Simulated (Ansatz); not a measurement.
Relaxed structures of CH3S (charge -1), singlet (PBE0-D4/def2-TZVPD; forces vanish, vibrations not checked; lower isomers may exist, and structures with a doubtful reference or unclear bonds are left out; Å). Program: Ansatz 0.2.0. Basis: def2-TZVPPD. Cores are frozen in the correlated methods.

Problem. Rank them by CCSD(T) energy, lowest first, and give each one's height above the lowest. Links in brackets join atoms within 1.22 times the sum of their covalent radii (1.1 for two metals). (An estimate is asked for; the value comes from the calculation.)
A.
CH₃S ([CH3][S]), total charge -1
```
5
angstrom
C -0.1021 0.0235 0.0554
S 1.4659 -0.3376 -0.7956
H -0.2769 -0.6585 0.8979
H -0.9643 -0.0715 -0.6178
H -0.1225 1.0441 0.4600
```
B.
CH₃S ([CH2][SH]), total charge -1
```
5
angstrom
C 0.0023 0.0131 0.0412
S 1.2284 -0.4410 -1.1089
H -0.1412 -0.7254 0.8373
H 2.4966 -0.5164 -0.5151
H 0.1435 1.0185 0.4522
```
C.
CH₃S ([C][SH3]), total charge -1
```
5
angstrom
C 1.4769 -0.3401 -0.8015
S 0.1481 -0.0341 -0.0804
H -0.4212 -0.7348 1.0895
H -1.2127 -0.0587 -0.6559
H -0.2434 1.2258 0.5852
```

Solution. By the calculation: A (0.000 eV), B (1.789 eV), C (7.600 eV). Heights count from the lowest.

No T1 diagnostic of these runs exceeds 0.024.

For scale, one of the runs: CCSD(T)/def2-TZVPPD, 139 basis functions, launched by `ansatz run in.yaml --threads 2 --pin off --events-out ev --progress --plain --max-ram 4352MiB`. Time: 13 s of wall clock on 2 CPU threads of an Intel Xeon Platinum 8488C; the host was shared. Peak host memory: 0.75 GiB.
